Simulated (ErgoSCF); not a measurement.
# A workflow on AlH3F− (SMILES [H][Al-]([H])([H])[F])

Wanted: a series of 11 runs (CAM-B3LYP/6-31G*, UCAM-B3LYP/6-31G*, B3LYP/6-311G**) of AlFH3. The setting varied is the radint, sparse threshold. 

Program for the calculation: ErgoSCF 3.8.

12 further runs of the same task are left out: 3 that didn't finish, 9 set aside as unsound or not needed.

**1. Starting point**

The species is AlH3F− (5 atoms), meant as a singlet with charge -1. SMILES: `[H][Al-]([H])([H])[F]`. The shape comes from GFN2-xTB, which is rough for such elements, and wasn't checked as a minimum.

Bond lengths: Al1–F2 1.696 Å, Al1–H3 1.614 Å, Al1–H4 1.615 Å, Al1–H5 1.614 Å. Angles: F2–Al1–H3 108.1°, F2–Al1–H4 108.2°, F2–Al1–H5 108.2°, H3–Al1–H4 110.7°, H3–Al1–H5 110.8°, H4–Al1–H5 110.8°.

**2. A single-point energy at CAM-B3LYP/6-31G(d) (spherical functions) (run 1)**

ergo.in reads:

```
set_nthreads(1)
molecule_inline
Al  -0.00107714   0.00039684  -0.07094032
F    0.02161847  -0.03656620   3.13305253
H    2.89105420   0.02171295  -1.03995408
H   -1.46370627   2.51828683  -0.98233633
H   -1.44788926  -2.50383042  -1.03980290
EOF
XC.radint = 1e-07
scf.output_mulliken_pop = 1
spin_polarization = 0
basis = "6-31G*"
scf.max_number_of_iterations = 70
tmpdir = "."
scf.use_diagonalization = 1
scf.convergence_threshold = 1e-06
charge = -1
run "Camb3lyp"
```

The basis set 6-31G* is read from a file made from the Basis Set Exchange's data (not shown).

Command:

```
$ ergo < ergo.in
```

The program printed:

```text
[...]
INSC SCF_general constructor, number of basis functions: 38
[...]
INSC Energy   1 =       -182.57402193849
[...]
INDE E_LUMO =          0.25046943262
[...]
INSC Energy  15 =       -344.12364732564  ( diff     -0.000000000051841 )
[...]
RESC CONVERGED after  15 iterations.
RESC FINAL ENERGY:       -344.12364732564
[...]
INSC SCF: dipole_moment_x [atomic units] =      -0.00304335
INSC SCF: dipole_moment_y [atomic units] =       0.00311552
INSC SCF: dipole_moment_z [atomic units] =      -0.33053557
[...]
```

It took 4.5 s on 1 thread of Arm Neoverse V2, shared host.

**3. The triplet: the energy at UCAM-B3LYP/6-31G(d) (spherical functions) (run 2)**

ergo.in reads:

```
set_nthreads(1)
molecule_inline
Al  -0.00107714   0.00039684  -0.07094032
F    0.02161847  -0.03656620   3.13305253
H    2.89105420   0.02171295  -1.03995408
H   -1.46370627   2.51828683  -0.98233633
H   -1.44788926  -2.50383042  -1.03980290
EOF
scf.convergence_threshold = 1e-06
scf.output_mulliken_pop = 1
scf.max_number_of_iterations = 70
basis = "6-31G*"
XC.radint = 1e-07
scf.use_diagonalization = 1
spin_polarization = 2
charge = -1
tmpdir = "."
run "Camb3lyp"
```

The basis set 6-31G* is read from a file made from the Basis Set Exchange's data (not shown).

Command:

```
$ ergo < ergo.in
```

The program printed:

```text
INMA ERGO version 3.8
[... 40 lines left out ...]
INSC nuclearEnergy, energy_2el, energy = 55.225953, 227.485446, -338.000688
[... 37 lines left out ...]
INSC nuclearEnergy, energy_2el, energy = 55.225953, 202.111629, -343.260886
[... 38 lines left out ...]
INSC nuclearEnergy, energy_2el, energy = 55.225953, 195.343217, -343.865737
[... 36 lines left out ...]
INSC nuclearEnergy, energy_2el, energy = 55.225953, 194.771169, -343.878348
[... 39 lines left out ...]
INSC nuclearEnergy, energy_2el, energy = 55.225953, 194.783268, -343.878348
[... 39 lines left out ...]
INSC nuclearEnergy, energy_2el, energy = 55.225953, 194.760209, -343.878359
[... 37 lines left out ...]
INSC nuclearEnergy, energy_2el, energy = 55.225953, 194.758800, -343.878366
[... 6 lines left out ...]
INSC SCF: dipole_moment_z [atomic units] =      -0.20152977
[... 12 lines left out ...]
INSC Sum of Mulliken atomic spin densities:       2.0000000
```

The script printed:

```text
Inline main molecule with 5 atoms.
```

It took 29 s on 1 thread of Arm Neoverse V2, shared host.

The iterations ended before the threshold was met.

Runs 3 to 6 aren't shown in full; the table further down has their settings and results.

**4. A single-point energy at CAM-B3LYP/6-31G(d) (spherical functions) (run 7)**

ergo.in reads:

```
set_nthreads(1)
molecule_inline
Al  -0.00107714   0.00039684  -0.07094032
F    0.02161847  -0.03656620   3.13305253
H    2.89105420   0.02171295  -1.03995408
H   -1.46370627   2.51828683  -0.98233633
H   -1.44788926  -2.50383042  -1.03980290
EOF
XC.radint = 1e-13
scf.output_mulliken_pop = 1
spin_polarization = 0
basis = "6-31G*"
scf.max_number_of_iterations = 70
tmpdir = "."
scf.use_diagonalization = 1
scf.convergence_threshold = 1e-06
charge = -1
run "Camb3lyp"
```

The basis set 6-31G* is read from a file made from the Basis Set Exchange's data (not shown).

Command:

```
$ ergo < ergo.in
```

The program printed:

```text
[...]
INSC SCF_general constructor, number of basis functions: 38
[...]
INSC Energy   1 =       -182.57406014241
[...]
INDE E_LUMO =          0.25046769595
[...]
INSC Energy  15 =       -344.12373132354  ( diff     -0.000000000052637 )
[...]
RESC CONVERGED after  15 iterations.
RESC FINAL ENERGY:       -344.12373132354
[...]
INSC SCF: dipole_moment_x [atomic units] =      -0.00304203
INSC SCF: dipole_moment_y [atomic units] =       0.00311680
INSC SCF: dipole_moment_z [atomic units] =      -0.33064446
[...]
```

Wall time 4.8 s (1 thread of Arm Neoverse V2, shared host).

Runs 8 to 10 aren't shown in full; the table further down has their settings and results.

**5. A single-point energy at B3LYP/6-311G(d,p) (sparse threshold 1e-10) (run 11)**

ergo.in reads:

```
set_nthreads(1)
molecule_inline Angstrom
Al    -0.000570     0.000210    -0.037540
F      0.011440    -0.019350     1.657940
H      1.529880     0.011490    -0.550320
H     -0.774560     1.332620    -0.519830
H     -0.766190    -1.324970    -0.550240
EOF
mat.sparse_threshold = 1e-10
scf.max_number_of_iterations = 70
scf.convergence_threshold = 1e-06
basis = "6-311G**"
tmpdir = "."
scf.output_mulliken_pop = 1
spin_polarization = 0
charge = -1
run "B3LYP-G"
```

The basis set 6-311G** is read from a file made from the Basis Set Exchange's data (not shown).

Command:

```
$ ergo < ergo.in
```

The program printed:

```text
[...]
INDF Weighted mixed functional:
[...]
INSC Energy   1 =       -174.16122665272
[...]
INDE PURIFICATION CONVERGED after 65 iterations
[...]
INDE PURIFICATION CONVERGED after 46 iterations
[...]
INDE PURIFICATION CONVERGED after 41 iterations
[...]
INDE PURIFICATION CONVERGED after 41 iterations
[...]
INDE E(LUMO) - E(HOMO) <=          0.28904914721 =          7.86542802652 eV
[...]
INSC Energy  15 =       -344.23917203998  ( diff     -0.000000000004889 )
[...]
RESC CONVERGED after  15 iterations.
RESC FINAL ENERGY:       -344.23917203998
[...]
INSC SCF: dipole_moment_x [atomic units] =      -0.00301704
INSC SCF: dipole_moment_y [atomic units] =       0.00288134
INSC SCF: dipole_moment_z [atomic units] =      -0.31635005
[...]
```

Wall time 8.4 s (1 thread of Arm Neoverse V2, shared host).

**6. The series**

| run | level | radint | sparse threshold | partner | energy (Eh) | wall time |
| --- | --- | --- | --- | --- | --- | --- |
| 1 | CAM-B3LYP/6-31G* (spherical functions) | 1e-07 | – | base | -344.123647 | 4.5 s |
| 2 | UCAM-B3LYP/6-31G* (spherical functions) | 1e-07 | – | triplet | not converged | 29 s |
| 3 | CAM-B3LYP/6-31G* (spherical functions) | 1e-09 | – | base | -344.123682 | 4.5 s |
| 4 | UCAM-B3LYP/6-31G* (spherical functions) | 1e-09 | – | triplet | not converged | 30 s |
| 5 | CAM-B3LYP/6-31G* (spherical functions) | 1e-11 | – | base | -344.123729 | 4.8 s |
| 6 | UCAM-B3LYP/6-31G* (spherical functions) | 1e-11 | – | triplet | not converged | 32 s |
| 7 | CAM-B3LYP/6-31G* (spherical functions) | 1e-13 | – | base | -344.123731 | 4.8 s |
| 8 | UCAM-B3LYP/6-31G* (spherical functions) | 1e-13 | – | triplet | not converged | 32 s |
| 9 | B3LYP/6-311G** (sparse threshold 1e-06) | – | 1e-06 | base | -344.239172 | 8.4 s |
| 10 | B3LYP/6-311G** (sparse threshold 1e-08) | – | 1e-08 | base | -344.239172 | 8.4 s |
| 11 | B3LYP/6-311G** (sparse threshold 1e-10) | – | 1e-10 | base | -344.239172 | 8.4 s |

Convergence of the total energy of singlet AlH3F− with the radint, against the last point:

| radint | from the last (mEh) | wall time |
| --- | --- | --- |
| 1e-07 | +0.084 | 4.5 s |
| 1e-09 | +0.050 | 4.5 s |
| 1e-11 | +0.002 | 4.8 s |
| 1e-13 | +0.000 | 4.8 s |

**7. What came out**

| quantity | value |
| --- | --- |
| run 11, B3LYP/6-311G**: total energy | -344.23917 Eh |

For the total energy of singlet AlH3F− to stay within 0.01 mEh of the last point, 1e-11 is the first point of the series from which all later ones do (4.8 s against 4.8 s). Totals of different functionals can't be ranked against each other. All runs together took 2.8 min, the longest 32 s. 4 of the 11 runs did not end normally.
